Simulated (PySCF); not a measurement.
PO4 (charge -3).
Numbering: `[O:1]=[P:2]([O-:3])([O-:4])[O-:5]`

Geometry (PBE0-D3(BJ)/def2-SVP, Å), atoms numbered from 1 in this order:
```xyz
5
PO4 angstrom
O      0.163   -0.363    1.715
P     -0.054    0.021    0.177
O     -0.917    1.365    0.079
O      1.367    0.249   -0.523
O     -0.829   -1.165   -0.565
```

Method: PBE0-D3(BJ)/def2-SVP geometry optimisation, gas phase in PySCF 2.14.0.

Take the most abundant isotopes and a rigid rotor. 

Q: What are A, B and C (MHz)?

A: Ia = 109.13, Ib = 109.16, Ic = 109.21 u·Å²; 505379 MHz·u·Å²/I gives A = 4631, B = 4630, C = 4627 MHz.

Q: What kind of rotor is it?

A: A spherical top, as the point group Td requires three equal moments; the computed ones differ by 0.08 % because the geometry is symmetric only within the optimiser's tolerance.

The point group Td allows no dipole (computed: 0.00 D (about the centre of mass, as the species is charged)), so a rigid rotor has no electric-dipole lines.

Q: Estimate the classical rotational partition function at 50 K, 298.15 K and 500 K.

A: Point group Td, symmetry number σ = 12; q = (√π/σ)·√((kT/h)³/(ABC)), k/h = 20836.6 MHz/K: 499 at 50 K, 7260 at 298.15 K, 15800 at 500 K.

Whether it is a minimum is left open (no frequencies). Whether so highly charged an anion holds all its electrons in the gas phase wasn't checked; a finite basis holds them in any case. No counter-ion or solvent screens the charge of this multiply charged ion. The geometry's basis has no diffuse functions, a weakness for an anion. Zero-point vibration and centrifugal distortion are left out.

The run took 6.4 s on one thread of an Arm Neoverse V1, shared host with 32 logical CPUs at a one-minute load of 15, and the process peaked at 0.32 GiB of memory. These figures are those of the optimisation.
